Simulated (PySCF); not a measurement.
# hydroxymethylium: adiabatic energies of losing or gaining an electron at several levels

Structure: `C=[OH+]` ([CH3O]+).

All levels share the PBE0-D3(BJ)/def2-SVP structures and the PBE0-D3(BJ)/def2-SVP thermal terms; only the single-point energies (PySCF) change. Values are adiabatic energies of losing or gaining an electron (0 K, eV).

| level | recombination energy to the radical | abs. error | time |
| --- | --- | --- | --- |
| HF/jun-cc-pV(T+d)Z | 7.06 | 0.49 | 1.5 s |
| MP2/jun-cc-pV(T+d)Z | 7.43 | 0.11 | 13 s |
| CCSD(T)/jun-cc-pV(T+d)Z | 7.48 | 0.06 | 9.2 min |
| PBE0-D3(BJ)/ma-def2-TZVP | 7.64 | 0.10 | – |
| ATcT 1.112 | 7.54 |  |  |

Times are wall times for all single points of a level on 1 thread of Arm Neoverse V1, a shared host; the dash marks the run that also made the structures.

Hartree-Fock leaves out electron correlation, so its ionisation energies and electron affinities from energy differences come out too low, often by 1 eV or more.

The spread: 0.59 eV, from 7.06 to 7.64.

Differences come from unrounded values, so a last digit can differ from that of the printed terms.
